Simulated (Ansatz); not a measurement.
# Al2H (doublet): B2PLYP, RPA-PBE over a scan of the distance Al1–Al2, cc-pVDZ

How well do these functionals follow the top wave-function level for Al2H (doublet) over a scan of the distance Al1–Al2?

Program: Ansatz 0.2.0, Gaussian basis. Level of theory: cc-pVDZ, all electrons in the functionals, frozen cores in the correlation of double hybrids and RPA. These are calculated values, not measurements.

Plan: B2PLYP, RPA-PBE, at 2.187 Å; 2.462 Å; 2.677 Å; 2.934 Å; 3.331 Å; 3.672 Å; 4.389 Å; 5.011 Å; 5.770 Å; 7.310 Å; 9.311 Å.

### 1 The system

The geometry derives from a PBE0/def2-TZVP stationary point (not a proven minimum). One bond is set to the value named and the two fragments are kept rigid.

3 atoms, charge 0, spin multiplicity 2.

Atoms are counted from 1 here; the program's logs count them from 0.

Bond lengths: Al1–Al2 2.677 Å, Al1–H3 1.619 Å. Angles: Al2–Al1–H3 180.0°.

Coordinates:

```xyz
3

Al    0.00000    0.00000    0.35257
Al    0.00000    0.00000   -2.32437
H     0.00000    0.00000    1.97180
```

No dispersion term is added.

The geometry shown and the zero of energy belong to the point 2.677 Å. The yardstick, FCI, and other wave-function levels (R restricted, U unrestricted, valence and pair active spaces) come from earlier runs.

### 2 B2PLYP, 2.187 Å

The input, in.yaml:

```yaml
crystal:
  periodic: [false, false, false]
  atoms:
    - {symbol: Al, position_ang: [0.000000, 0.000000, 0.189257]}
    - {symbol: Al, position_ang: [0.000000, 0.000000, -1.997743]}
    - {symbol: H, position_ang: [0.000000, 0.000000, 1.808487]}
basis:
  gaussian: {orbitals: cc-pVDZ}
magnetization: {spin_polarized: true, initial_magnetization: 1}
hamiltonian: {xc: {name: B2PLYP}}
correlation: {electrons: outside_noble_gas}
```

Launch:

```sh
$ ansatz run in.yaml --threads 1 --pin off --events-out ev --progress --plain --max-ram 2816MiB --backend cpu
```

Further steps of the session: B2PLYP, 2.462 Å; B2PLYP, 2.677 Å; B2PLYP, 2.934 Å; B2PLYP, 3.331 Å; B2PLYP, 3.672 Å; B2PLYP, 4.389 Å; B2PLYP, 5.011 Å; B2PLYP, 5.770 Å; B2PLYP, 7.310 Å; B2PLYP, 9.311 Å; RPA-PBE, 2.187 Å; RPA-PBE, 2.462 Å; RPA-PBE, 2.677 Å; RPA-PBE, 2.934 Å; RPA-PBE, 3.331 Å; RPA-PBE, 3.672 Å; RPA-PBE, 4.389 Å; RPA-PBE, 5.011 Å; RPA-PBE, 5.770 Å; RPA-PBE, 7.310 Å; RPA-PBE, 9.311 Å.

Before running them: what should the planned runs give, taken together? Wanted: span of the FCI curve; largest miss, B2PLYP; largest miss, RPA-PBE.

**Answer**, as computed:

```
             quantity                   value
span of the FCI curve            108.7 kJ/mol
 largest miss, B2PLYP   +9.6 kJ/mol (5.770 Å)
largest miss, RPA-PBE  -10.3 kJ/mol (9.311 Å)
```

Of the functionals, B2PLYP keep the smallest largest miss at the points compared (at most 9.6 kJ/mol) and RPA-PBE strays most (10.3 kJ/mol, at 9.311 Å). B2PLYP, RPA-PBE clearly break the spin symmetry at some points (⟨S²⟩ up to 0.70 above the pure value), so energy there is bought with a mixed spin. Functionals and the yardstick converge differently with the basis, so part of each miss in cc-pVDZ is the basis.
